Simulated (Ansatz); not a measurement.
Ansatz input

```yaml
crystal:
  lattice:
    - [-2.4707968935, 2.4707968935, 2.4707968935]
    - [2.4707968935, -2.4707968935, 2.4707968935]
    - [2.4707968935, 2.4707968935, -2.4707968935]
  atoms:
    - { symbol: Ba, position: [0.0, 0.0, 0.0] }
hamiltonian:
  xc: pbesol
  pseudopotentials:
    kind: paw
    azcp:
      Ba: "pseudopotentials/Ba.paw.azcp"
basis:
  ecutwfc: 420
  fft_grid_basis: typed
kpoints:
  mp_grid: { grid: [15, 15, 15], shift: [0, 0, 0] }
magnetization:
  spin_polarized: false
scf:
  occupations: { method: fermi_dirac, width: 0.1 }
output:
  stress: true
```

Output

```
Warning: the record states the generating functional pbe (its physics header spells it `PBE`), which answers neither for hamiltonian.xc's functional nor for the pbesol family's — results may be inconsistent (PPs are generated against a specific XC)
Engine: ansatz 0.2.0, x86_64-unknown-linux-gnu
Pseudopotentials: kind: paw
Pseudopotential: Ba, paw, valence charge 10, recommended cutoff 420 eV (normal) 
Functional definition: PBEsol
  exchange = pbesol_x
  correlation = pbesol_c
Crystal: 1 atoms, lattice volume = 60.335 Å³
Basis set: ecut = 420 eV, 1205 PW (Γ)
Bands: 9, of which v1, the nominal top of the filled ones, is band 5 counted from 1 (4 counted from 0)
Symmetry: 48 space group operations
Space group: Im-3m (ITA 229), of the structure as read, at distance tolerance 3.9e-5 Å
k-points: 120 of 3375
Non-local potential: Ba, projectors of the file, l = 0: 3, l = 1: 2, l = 2: 2, l = 3: 2
PAW form: soft (Blöchl's): semilocal exchange-correlation on the pseudo side does not see the compensation charge
PAW frozen core: Ba, regenerated for the run's functional, and the local potential with it (the file was generated under x = pbe(κ = 0.804, μ = 0.2195149727645171), c = pbe(β = 0.06672455060314922))
PAW one-centre angular grid: Ba, 194 points (default); XC on 64 Gauss nodes
Initial density: superposition of atomic densities (neutral atoms: chi_scale 0, normalization atom), corrected by the library's trained network
Initial wavefunctions: pseudopotential atomic-orbital guess
Functional: x = pbesol(κ = 0.804, μ = 0.12345679012345678), c = pbesol(β = 0.046)
SCF iter   1: F=—  HF=-5862.628164 eV  |F-HF|=—  |Δ(HF+E_count)|=         —  Δρ=1.68e-3  dr2=1.54e-3  ethr=1.77e-3  ⟨swp⟩=7.6  Hψ=10680  notcnv=0
SCF iter   2: F=—  HF=-5862.628304 eV  |F-HF|=—  |Δ(HF+E_count)|=   1.40e-4  Δρ=1.06e-3  dr2=7.33e-4  ethr=1.54e-5  ⟨swp⟩=2.2  Hψ=2431  notcnv=0
SCF iter   3: F=—  HF=-5862.628325 eV  |F-HF|=—  |Δ(HF+E_count)|=   2.04e-5  Δρ=1.32e-4  dr2=1.08e-5  ethr=7.33e-6  ⟨swp⟩=2.0  Hψ=1255  notcnv=0
SCF iter   4: F=—  HF=-5862.628332 eV  |F-HF|=—  |Δ(HF+E_count)|=   6.85e-6  Δρ=5.19e-5  dr2=9.35e-7  ethr=1.08e-7  ⟨swp⟩=2.6  Hψ=1865  notcnv=0
iter 5 did not close the SCF: its close was put off for the readings that it lacked (scf_convergence_deferred on its scf_iter line)
SCF iter   5: F=-5862.628333 eV  HF=-5862.628333 eV  |F-HF|=2.53e-8  |Δ(HF+E_count)|=   1.10e-6  Δρ=6.96e-6  dr2=2.83e-8  ethr=9.35e-9  ⟨swp⟩=2.8  Hψ=1623  notcnv=0
SCF iter   6: F=-5862.628333 eV  HF=-5862.628333 eV  |F-HF|=9.09e-10  |Δ(HF+E_count)|=   2.65e-8  Δρ=1.52e-6  dr2=1.83e-9  ethr=2.83e-10  ⟨swp⟩=3.0  Hψ=3927  notcnv=0
SCF 1 converged in 6 iterations: F = -5862.628333 eV  dr2 = 1.83e-9
SCF converged after 6 iterations
Free energy (F): -5862.628333 eV
Harris-Foulkes:  -5862.628333 eV  (|F-HF|=9.09e-10)
Internal energy: -5862.585035 eV  (E = F + TS)
E sigma→0 (E₀):  -5862.606684 eV
Entropy (-TS):   -0.043297 eV (-43.297 meV/atom)
Fermi energy:    6.059851 eV
--- Per-component energies (eV) ---
  E_band       = -81.856133
  E_kinetic    = 166.646807
  E_local      = -367.347789  (includes V_loc(G=0)·N_el)
  E_nonlocal   = 58.490797
  E_hartree    = 115.361614
  E_xc         = -165.163480
  E_vxc        = -133.389032  (∫ρ·V_xc dr)
  E_paw        = -5140.493951  (= ΣΔE_a)
  E_vpaw       = -36.980456  (= ΣTr[D̂ρ^β])
  E_aug_tail   = -0.000002  (compensation charges beyond the density's cutoff)
  E_ewald      = -530.230466
  E_core_change = 0.151433  (= ΣΔE_core)
  E_smearing   = -0.043297  (= −TS)
  E_closure    = 0.000000  (closes the sum)
  Σ components = -5862.628333   (vs F -5862.628333, Δ=0.00e0)
--- Stress (GPa, compression-positive) ---
       -0.309484       0.000000       0.000000
       -0.000000      -0.309484      -0.000000
        0.000000      -0.000000      -0.309484
  P = ⅓ Tr σ = -0.3095 GPa (-3.095 kbar)
```
